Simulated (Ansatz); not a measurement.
**HAlSi, singlet: reading a ladder of total energies**

Geometry: a PBE0/def2-TZVP stationary point for this spin, not checked as a minimum.

```xyz
3

Si    0.0000    0.0000    2.1008
Al    0.0000    0.0000   -0.2530
H     0.0000    0.0000   -1.8478
```

Basis 6-31G; Ansatz 0.2.0. Correlated methods freeze the noble-gas cores, which leaves 8 electrons in 18 orbitals. R marks a restricted (for open shells ROHF) determinant.

Full CI is exact within this basis and frozen core; it isn't the basis-set limit.

The determinant fills πx and πy unequally, so it is a mixture of Σ and Δ, which weighs on every level built on one determinant.

Runs differ by some tens of microhartree through their thresholds, so steps under 0.03 kcal/mol mean nothing.

| level | total energy (hartree) |
| --- | --- |
| RHF | -531.246077 |
| RMP2 | -531.318363 |
| RCCSD | -531.344609 |
| RCCSD(T) | -531.347723 |
| RCCSDT* | -531.349937 |
| RCCSDT(Q)* | -531.351400 |
| RCCSDTQ* | -531.351695 |
| full CI | -531.351781 |

Problem. What is the correlation energy at full CI, and what share of it do RMP2 and RCCSDT(Q) recover?

Solution. E(corr) = -531.351781 − (-531.246077) = -0.105704 hartree = -2.876 eV. RMP2: -0.072286 / -0.105704 = 68.39 %. RCCSDT(Q): -0.105323 / -0.105704 = 99.64 %.

Problem. By how many kcal/mol does RCCSD(T) miss full CI (1 hartree = 627.509 kcal/mol), and which steps make up the rest?

Solution. -531.347723 − (-531.351781) = 0.004058 hartree = 2.55 kcal/mol. Steps: RCCSDT − RCCSD(T) = -1.39, RCCSDT(Q) − RCCSDT = -0.92, RCCSDTQ − RCCSDT(Q) = -0.19, full CI − RCCSDTQ = -0.05 kcal/mol. With more than one leading determinant such errors change with state and geometry, and needn't cancel in differences.

An asterisk marks runs whose energy the program itself flagged as in doubt.
